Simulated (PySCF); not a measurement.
Aminoacetonitrile, C₂H₄N₂.
SMILES: `N#CCN`

Method used: EOM-IP-CCSD/aug-cc-pVDZ in PySCF, restricted Hartree–Fock reference, 4 core orbitals frozen, non-relativistic, gas phase, PBE0-D3(BJ)/def2-SVP geometry.

Hartree–Fock orbital energies give these Koopmans values (eV): HOMO 11.87, HOMO-1 12.61, HOMO-2 13.01, HOMO-3 15.39, HOMO-4 15.82, HOMO-5 17.21, HOMO-6 19.41, HOMO-7 19.74.

Problem. What vertical ionisation energies does EOM-IP-CCSD give?

Solution. 
| leading hole (HF orbital) | Koopmans (eV) | EOM-IP-CCSD (eV) | change (eV) | one-hole share |
| --- | --- | --- | --- | --- |
| HOMO | 11.87 | 10.52 | -1.35 | 0.95 |
| HOMO-1 | 12.61 | 12.43 | -0.18 | 0.96 |
| HOMO-2 | 13.01 | 12.71 | -0.30 | 0.95 |
| HOMO-3 | 15.39 | 13.20 | -2.19 | 0.93 |
| HOMO-4 | 15.82 | 14.97 | -0.85 | 0.96 |
| HOMO-5 | 17.21 | 16.09 | -1.12 | 0.95 |
| HOMO-7 | 19.74 | 17.88 | -1.86 | 0.93 |
| HOMO-6 | 19.41 | 18.15 | -1.26 | 0.95 |

Problem. Does the order of the lines follow the orbital energies?

Solution. No: the HOMO-7 hole (17.88 eV) falls below the HOMO-6 hole (18.15 eV). The corrections run from -2.19 to -0.18 eV, with a mean of -1.14 eV over the 8 lines; no line lies above its Koopmans value. Koopmans values leave out both the relaxation of the orbitals and the change in correlation energy.

Problem. At what kinetic energies would He II light (40.81 eV) eject these electrons?

Solution. 30.29 eV (HOMO), 28.38 eV (HOMO-1), 28.10 eV (HOMO-2), 27.61 eV (HOMO-3), 25.84 eV (HOMO-4), 24.72 eV (HOMO-5), 22.93 eV (HOMO-7), 22.66 eV (HOMO-6).

Problem. What total energy has the lowest final state, and which wavelength reaches it?

Solution. E(CCSD) + ionisation energy = -187.61615 + 0.38678 = -187.22937 Eh, at the geometry of the initial state. The threshold wavelength is 1239.84 eV nm/10.52 eV = 117.9 nm.

One root was sought for each valence orbital with −ε under 21 eV, eight at most, so deeper holes and satellites are missing; no vibrational structure.

Hardware: Arm Neoverse V2, one thread, on a shared host. Cost: 94 s of wall time.

Shape of the structure used: `[N:1]#[C:2][CH2:3][NH2:4]`: H–N4–C3–C2 -59°, H–N4–C3–C2 59°.

One conformer stands for the species.
